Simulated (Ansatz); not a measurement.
**Germanium, diamond: convergence with the k-point mesh**

Computed with Ansatz, LDA, scalar-relativistic PAW, on the relaxed cell (a = 5.630 Å; spin not included). Errors count from a run at 420 eV on a Γ-centred 9×9×9 mesh with Fermi-Dirac smearing of 0.05 eV, extrapolated to zero width. Fixed here: cutoff 420 eV, Fermi-Dirac width 0.05 eV. The SCF starts from atomic densities corrected by a trained network.

```
  k-mesh  E(σ→0) error (meV/atom)  P (GPa)  SCF iterations
   2×2×2                   1515.7    12.64               7
   3×3×3                    400.3     2.54               6
   4×4×4                    134.2     0.64               8
   5×5×5                     51.4    -0.01               7
   6×6×6                     20.9    -0.19               8
   8×8×8                      2.7    -0.28               8
10×10×10                     -1.4    -0.28               8
14×14×14                     -3.1    -0.28               8
```

Within 5 meV/atom of the last row: from 10×10×10 on.
